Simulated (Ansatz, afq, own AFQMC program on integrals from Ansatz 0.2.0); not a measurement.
Two steps: Ansatz 0.2.0 writes the Fock matrix and Cholesky factors of the valence space, and afq projects on them the lowest state that overlaps trial and start.

```yaml
crystal:
  periodic: [false, false, false]
  atoms:
    - {symbol: N, position_ang: [0.000000, -0.137151, 0.437003]}
    - {symbol: C, position_ang: [0.000000, 0.154794, -0.493262]}
    - {symbol: H, position_ang: [0.000000, 0.570131, 1.171681]}
    - {symbol: H, position_ang: [0.000000, -0.508766, -1.366687]}
basis:
  gaussian: {orbitals: cc-pVDZ}
magnetization: {spin_polarized: true, initial_magnetization: 1}
correlation: {method: ccsd_t, electrons: outside_noble_gas, hamiltonian_folder: ham}
```

```sh
$ ansatz run in.yaml --threads 1 --pin off --events-out ev --progress --plain --max-ram 1382MiB
```

Options of the walk:

```
--method phaseless --trial cisd --walkers 60 --populations 1 --least-time 40 --time-step 0.005 --steps-per-block 50 --equilibration-blocks 28 --max-blocks 300 --target-error 0.0004 --factor-cut 1e-05 --start spin_pure --seed 1200 --release-times 0.24,0.51,0.99,1.62,2.4 --release-step 0.03 --release-every 4 --taylor-order 6
```

Times are imaginary, in 1/Eh. The walk had a cap of 1172 s.

Log:

```
orbitals 36  electrons 6 5  factors 294 of 353
reference energy -93.22390860 Eh
CCSD correlation -0.27598761 Eh in 11 cycles, weight of the determinant in the CISD state 0.9079
energy of the start -93.499516 Eh
 block  time / (1/Eh)  mean weight  energy / Eh
     1     0.250  0.9972  -93.496884
     2     0.500  0.9979  -93.501978
     3     0.750  0.9996  -93.500282
     4     1.000  0.9978  -93.501648
     5     1.250  1.0043  -93.508572
     8     2.000  1.0014  -93.505989
    17     4.250  0.9988  -93.507533
    41    10.250  0.9974  -93.506349
    65    16.250  0.9994  -93.506765
    89    22.250  1.0008  -93.512031
   113    28.250  1.0031  -93.514944
   137    34.250  0.9991  -93.511338
   161    40.250  1.0005  -93.509021
   185    46.250  0.9994  -93.512167
   201    50.250  1.0023  -93.519886
   209    52.250  1.0011  -93.511732
   233    58.250  1.0009  -93.500758
   257    64.250  1.0011  -93.517359
   281    70.250  1.0010  -93.505992
   305    76.250  1.0000  -93.503918
   321    80.250  0.9994  -93.505038
blocks merged  error / Eh  count
     1  0.000306  300
     2  0.000351  150
     4  0.000424  75
     8  0.000479  37
    16  0.000448  18
    32  0.000351  9
released: time / (1/Eh)  energy / Eh  error  mean overlap
  0.24  -93.508448  0.000428  0.9925
  0.51  -93.508634  0.000392  0.9946
  0.99  -93.508433  0.000354  0.9948
  1.62  -93.508928  0.000536  0.9946
  2.40  -93.508780  0.000758  0.9751
energy -93.508638 +/- 0.000479 Eh
(rows thinned)
```

The run passed its tests (sampling time, drift between the halves within three errors, error under three times the target), which doesn't prove that it has relaxed.

Against this walk (error 13.0 meV) on the same determinant: CCSD(T) 30.3 meV higher, CCSDT(Q) 2.6 meV higher (within the noise). The error is statistical and leaves out the bias of the constraint. Released to 2.40 1/Eh the energy moves by -4 ± 24 meV (both errors), within twice the noise.

Cautions: constraint bias not in the error; error above the target (13.0 against 10.9 meV).

The walk took 4 min on 1 thread of AMD EPYC 9R45 96-Core Processor (Zen 5) (shared host). The log's last line is the phaseless energy.

CCSDT and higher add their correlation energy to the determinant of the CCSD(T) run, since their own runs factorise the integrals more tightly (a shift of under 2 meV). A walk keeps the symmetry of its determinant, which the program's search chose and which needn't be the lowest solution, so a lower state of the same spin and another symmetry isn't excluded.
